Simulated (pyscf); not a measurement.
5 gas-phase steps of one pattern: four-centre exchange on the singlet surface, B–Cl + H–H or B–F + H–H broken and B–H + Cl–H or B–H + F–H formed. Single points on ωB97X-D3(BJ)/def2-SVP structures (PySCF, gas phase). Electronic energies in kcal/mol, from the separated reactants; ΔE‡ and ΔE at ωB97M-D3(BJ)/def2-TZVP. Rows were drawn at random from the steps of this pattern with a verified saddle, stable references and no exit in the data more than 5 kcal/mol lower.

```json
[
 {"row": "1", "step": "HO–B(Cl)–Cl + H₂ -> HO–BH–Cl + HCl", "ΔE": "+12.9", "ΔE‡": "42.8"},
 {"row": "2", "step": "HN=B–F + H₂ → HB=NH + HF", "ΔE": "+15.4", "ΔE‡": "55.4"},
 {"row": "3", "step": "H₂N–B(NH₂)–Cl + H₂ → H₂N–BH–NH₂ + HCl", "ΔE": "+15.7", "ΔE‡": "?"},
 {"row": "4", "step": "HO–B(Cl)–BH–Cl + H₂ -> H₂B–B(OH)–Cl + HCl", "ΔE": "+18.2", "ΔE‡": "24.4"},
 {"row": "5", "step": "F–B(F)–F + H₂ → HF + F–BH–F", "ΔE": "+29.0", "ΔE‡": "49.3"}
]
```

### Question
From a straight line through the complete rows, estimate the missing barrier and say how far the line can be trusted.

### Answer
Over the 4 complete rows the means are +18.9 (ΔE) and 43.0 (ΔE‡); least squares gives b = 0.23 and a = 38.6 kcal/mol, with residuals of 11.5 kcal/mol (root mean square; largest 18.4, row 4). For row 3: 38.6 + 0.23 × (+15.7) = 42.2 kcal/mol. The computed barrier is 49.5 kcal/mol, 7.3 over the line. The scatter is large against the spread of the barriers, so the line says little here. Each barrier is that of the saddle found.
